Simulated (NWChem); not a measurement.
The numbers come from NWChem runs, not from measurements. System: carbon tetrachloride (CCl4), charge 0, spin multiplicity 1, at a geometry optimised with B3LYP/def2-SVP. Level: LDA (SVWN5)/def2-TZVP.

Job file:

```
start mol
memory heap 200 mb stack 900 mb global 1100 mb
geometry units angstroms nocenter noautoz
  Cl     1.459501     0.000000     1.032002
  C      0.000000     0.000000    -0.000025
  Cl    -1.459501     0.000000     1.032002
  Cl     0.000000     1.459486    -1.031998
  Cl     0.000000    -1.459486    -1.031998
  symmetry group C2v
end
basis spherical
  * library def2-tzvp
end
dft
  xc slater vwn_5
  semidirect memsize 60000000 filesize 0
  iterations 100
end
task dft energy
```

Part of the output:

```
             Northwest Computational Chemistry Package (NWChem) 7.3.0
             --------------------------------------------------------

                                NWChem Input Module
                                -------------------

 Scaling coordinates for geometry "geometry" by  1.889725989
 (inverse scale =  0.529177249)

 Turning off AUTOSYM since
 SYMMETRY directive was detected!

                             Geometry "geometry" -> ""
                             -------------------------

 Output coordinates in angstroms (scale by  1.889725989 to convert to a.u.)

  No.       Tag          Charge          X              Y              Z
 ---- ---------------- ---------- -------------- -------------- --------------
    1 Cl                  17.0000     1.45950100     0.00000000     1.03200200
    2 C                    6.0000     0.00000000     0.00000000    -0.00002500
    3 Cl                  17.0000    -1.45950100     0.00000000     1.03200200
    4 Cl                  17.0000     0.00000000     1.45948600    -1.03199800
    5 Cl                  17.0000     0.00000000    -1.45948600    -1.03199800

 Effective nuclear repulsion energy (a.u.)     435.1409946123

            Nuclear Dipole moment (a.u.)
            ----------------------------
        X                 Y               Z
 ---------------- ---------------- ----------------
     0.0000000000     0.0000000000    -0.0000264562

      Symmetry information
      --------------------

 Group name             C2v
 Group number             16
 Group order               4
 No. of unique centers     3

      Symmetry unique atoms

     1    2    4


 Summary of "ao basis" -> "" (spherical)
 ------------------------------------------------------------------------------
       Tag                 Description            Shells   Functions and Types
 ---------------- ------------------------------  ------  ---------------------
 *                         def2-tzvp                  on all atoms

                                 NWChem DFT Module
                                 -----------------

 Summary of "ao basis" -> "ao basis" (spherical)
 ------------------------------------------------------------------------------
       Tag                 Description            Shells   Functions and Types
 ---------------- ------------------------------  ------  ---------------------
 Cl                        def2-tzvp                13       37   5s5p2d1f
 C                         def2-tzvp                11       31   5s3p2d1f

 Summary of "ao basis" -> "ao basis" (spherical)
 ------------------------------------------------------------------------------
       Tag                 Description            Shells   Functions and Types
 ---------------- ------------------------------  ------  ---------------------
 Cl                        def2-tzvp                13       37   5s5p2d1f
 C                         def2-tzvp                11       31   5s3p2d1f

      Symmetry analysis of basis
      --------------------------

        a1         64
        a2         27
        b1         44
        b2         44

            General Information
            -------------------
          SCF calculation type: DFT
          Wavefunction type:  closed shell.
          No. of atoms     :     5
          No. of electrons :    74
           Alpha electrons :    37
            Beta electrons :    37
          Charge           :     0
          Spin multiplicity:     1
          Use of symmetry is: on ; symmetry adaption is: on
          Maximum number of iterations: 100
          AO basis - number of functions:   179
                     number of shells:    63
          Convergence on energy requested:  1.00D-06
          Convergence on density requested:  1.00D-05
          Convergence on gradient requested:  5.00D-04

              XC Information
              --------------
                        Slater Exchange Functional  1.000 local
                      VWN V Correlation Functional  1.000 local

             Grid Information
             ----------------
          Grid used for XC integration:  medium
          Radial quadrature: Mura-Knowles
          Angular quadrature: Lebedev.
          Tag              B.-S. Rad. Rad. Pts. Rad. Cut. Ang. Pts.
          ---              ---------- --------- --------- ---------
          Cl                  1.00       88           9.0       590
          C                   0.70       49           7.0       434
          Grid pruning is: on
          Number of quadrature shells:   225
          Spatial weights used:  Erf1

          Convergence Information
          -----------------------
          Convergence aids based upon iterative change in
          total energy or number of iterations.
          Levelshifting, if invoked, occurs when the
          HOMO/LUMO gap drops below (HL_TOL):  1.00D-02
          DIIS, if invoked, will attempt to extrapolate
          using up to (NFOCK): 10 stored Fock matrices.

                    Damping( 0%)  Levelshifting(0.5)       DIIS
                  --------------- ------------------- ---------------
          dE  on:    start            ASAP                start
          dE off:    2 iters        100 iters           100 iters

      Screening Tolerance Information
      -------------------------------
          Density screening/tol_rho:  1.00D-10
          AO Gaussian exp screening on grid/accAOfunc:  14
          CD Gaussian exp screening on grid/accCDfunc:  20
          XC Gaussian exp screening on grid/accXCfunc:  20
          Schwarz screening/accCoul:  1.00D-08

      Superposition of Atomic Density Guess
      -------------------------------------

 Sum of atomic energies:       -1875.58208262

      Non-variational initial energy
      ------------------------------

 Total energy =   -1876.707650
 1-e energy   =   -3459.501890
 2-e energy   =    1147.653245
 HOMO         =      -0.382946
 LUMO         =      -0.018530

      Symmetry analysis of molecular orbitals - initial
      -------------------------------------------------

  Numbering of irreducible representations:

     1 a1          2 a2          3 b1          4 b2

  Orbital symmetries:

     1 a1          2 a1          3 b2          4 b1          5 a1
     6 a1          7 b2          8 b1          9 a1         10 a1
    11 b2         12 b1         13 a1         14 b1         15 b2
    16 a1         17 a2         18 a1         19 b2         20 a2
    21 b1         22 a1         23 a1         24 b2         25 b1
    26 a1         27 b2         28 b1         29 a1         30 a2
    31 a1         32 b2         33 b1         34 a1         35 b1
    36 b2         37 a2         38 a1         39 a1         40 b1
    41 b2         42 a1         43 a1         44 b2         45 b1
    46 b2         47 b1

------------------------------------------------------------
EAF file 0: "./mol.aoints.0" size=524288 bytes
------------------------------------------------------------
               write      read    awrite     aread      wait
               -----      ----    ------     -----      ----
     calls:        1         0         0         0         0
   data(b): 5.24e+05  0.00e+00  0.00e+00  0.00e+00
   time(s): 0.00e+00  0.00e+00  0.00e+00  0.00e+00  0.00e+00
rate(mb/s): 0.00e+00  0.00e+00
------------------------------------------------------------

   convergence    iter        energy       DeltaE   RMS-Dens  Diis-err    time
 ---------------- ----- ----------------- --------- --------- ---------  ------
 d= 0,ls=0.0,diis     1  -1872.4127959757 -2.31D+03  1.16D-02  5.46D+00     2.7
 d= 0,ls=0.0,diis     2  -1870.7423550870  1.67D+00  1.05D-02  1.93D+01     3.0
 d= 0,ls=0.0,diis     3  -1872.6088549130 -1.87D+00  2.57D-03  8.11D-01     3.4
 d= 0,ls=0.0,diis     4  -1872.6969903297 -8.81D-02  7.24D-04  7.28D-02     3.7
 d= 0,ls=0.0,diis     5  -1872.7051047778 -8.11D-03  1.31D-04  2.30D-03     4.0
  Resetting Diis
 d= 0,ls=0.0,diis     6  -1872.7053539956 -2.49D-04  3.02D-05  6.06D-05     4.4
 d= 0,ls=0.0,diis     7  -1872.7053595974 -5.60D-06  1.09D-05  2.93D-06     4.7
 d= 0,ls=0.0,diis     8  -1872.7053592950  3.02D-07  6.72D-06  5.77D-06     5.0

         Total DFT energy =    -1872.705359294999
      One electron energy =    -3459.512131790447
           Coulomb energy =     1263.692685634541
    Exchange-Corr. energy =     -112.026907751375
 Nuclear repulsion energy =      435.140994612282

 Numeric. integr. density =       73.999999187491

     Total iterative time =      4.5s

                  Occupations of the irreducible representations
                  ----------------------------------------------

                     irrep           alpha         beta
                     --------     --------     --------
                     a1               15.0         15.0
                     a2                4.0          4.0
                     b1                9.0          9.0
                     b2                9.0          9.0

                       DFT Final Molecular Orbital Analysis
                       ------------------------------------

 Vector   35  Occ=2.000000D+00  E=-2.862936D-01  Symmetry=b2
              MO Center= -6.1D-11,  5.7D-13, -5.1D-01, r^2= 4.2D+00
   Bfn.  Coefficient  Atom+Function         Bfn.  Coefficient  Atom+Function
  ----- ------------  ---------------      ----- ------------  ---------------
   122      0.288925  4 Cl pz               159     -0.288925  5 Cl pz
    16     -0.204330  1 Cl py                84     -0.204330  3 Cl py
   121      0.204279  4 Cl py               158      0.204279  5 Cl py
   125      0.194569  4 Cl pz               162     -0.194569  5 Cl pz
   119      0.142840  4 Cl pz               156     -0.142840  5 Cl pz

 Vector   36  Occ=2.000000D+00  E=-2.862918D-01  Symmetry=a2
              MO Center=  6.1D-11, -2.8D-09,  1.1D-04, r^2= 4.4D+00
   Bfn.  Coefficient  Atom+Function         Bfn.  Coefficient  Atom+Function
  ----- ------------  ---------------      ----- ------------  ---------------
    16      0.288941  1 Cl py                84     -0.288941  3 Cl py
   120     -0.288914  4 Cl px               157      0.288914  5 Cl px
    19      0.194582  1 Cl py                87     -0.194582  3 Cl py
   123     -0.194562  4 Cl px               160      0.194562  5 Cl px
    13      0.142848  1 Cl py                81     -0.142848  3 Cl py

 Vector   37  Occ=2.000000D+00  E=-2.862913D-01  Symmetry=b1
              MO Center=  2.1D-13,  2.8D-09,  5.1D-01, r^2= 4.2D+00
   Bfn.  Coefficient  Atom+Function         Bfn.  Coefficient  Atom+Function
  ----- ------------  ---------------      ----- ------------  ---------------
    17      0.288932  1 Cl pz                85     -0.288932  3 Cl pz
    15     -0.204307  1 Cl px                83     -0.204307  3 Cl px
   120      0.204290  4 Cl px               157      0.204290  5 Cl px
    20      0.194575  1 Cl pz                88     -0.194575  3 Cl pz
    14      0.142844  1 Cl pz                82     -0.142844  3 Cl pz

 Vector   38  Occ=0.000000D+00  E=-1.099390D-01  Symmetry=a1
              MO Center= -9.3D-14, -7.0D-14,  1.3D-04, r^2= 4.2D+00
   Bfn.  Coefficient  Atom+Function         Bfn.  Coefficient  Atom+Function
  ----- ------------  ---------------      ----- ------------  ---------------
    41      0.995145  2 C  s                 40      0.270366  2 C  s
    18      0.219769  1 Cl px                86     -0.219769  3 Cl px
   124      0.219726  4 Cl py               161     -0.219726  5 Cl py
    15      0.186895  1 Cl px                83     -0.186895  3 Cl px
   121      0.186867  4 Cl py               158     -0.186867  5 Cl py

 Vector   39  Occ=0.000000D+00  E=-6.092754D-02  Symmetry=b1
              MO Center= -4.3D-10, -2.1D-14,  4.5D-01, r^2= 3.5D+00
   Bfn.  Coefficient  Atom+Function         Bfn.  Coefficient  Atom+Function
  ----- ------------  ---------------      ----- ------------  ---------------
    49      0.492340  2 C  px                46      0.436422  2 C  px
    43      0.420447  2 C  px                 5     -0.359598  1 Cl s
    73      0.359598  3 Cl s                 20      0.313716  1 Cl pz
    88     -0.313716  3 Cl pz                18      0.251456  1 Cl px
    86      0.251456  3 Cl px               123     -0.192220  4 Cl px

 Vector   40  Occ=0.000000D+00  E=-6.092271D-02  Symmetry=a1
              MO Center=  4.3D-10, -1.1D-10, -1.8D-04, r^2= 3.7D+00
   Bfn.  Coefficient  Atom+Function         Bfn.  Coefficient  Atom+Function
  ----- ------------  ---------------      ----- ------------  ---------------
    51      0.492347  2 C  pz                48      0.436424  2 C  pz
    45      0.420445  2 C  pz                18      0.313698  1 Cl px
    86     -0.313698  3 Cl px               124     -0.313756  4 Cl py
   161      0.313756  5 Cl py                 5     -0.254268  1 Cl s
    73     -0.254268  3 Cl s                110      0.254301  4 Cl s

 center of mass
 --------------
 x =   0.00000000 y =   0.00000000 z =  -0.00000025

 moments of inertia (a.u.)
 ------------------
        1063.980434016805           0.000000000000           0.000000000000
           0.000000000000        1063.991369360497           0.000000000000
           0.000000000000           0.000000000000        1064.004202638705

     Multipole analysis of the density
     ---------------------------------

     L   x y z        total         alpha         beta         nuclear
     -   - - -        -----         -----         ----         -------
     0   0 0 0     -0.000000    -37.000000    -37.000000     74.000000

     1   1 0 0      0.000000      0.000000      0.000000      0.000000
     1   0 1 0      0.000000      0.000000      0.000000      0.000000
     1   0 0 1     -0.000093     -0.000033     -0.000033     -0.000026

     2   2 0 0    -40.628038   -149.630949   -149.630949    258.633861
     2   1 1 0     -0.000000     -0.000000     -0.000000      0.000000
     2   1 0 1     -0.000000     -0.000000     -0.000000      0.000000
     2   0 2 0    -40.627602   -149.628073   -149.628073    258.628544
     2   0 1 1      0.000000      0.000000      0.000000      0.000000
     2   0 0 2    -40.627918   -149.625112   -149.625112    258.622305

 Task  times  cpu:        5.0s     wall:        5.0s

 Total times  cpu:        5.1s     wall:        5.1s
```
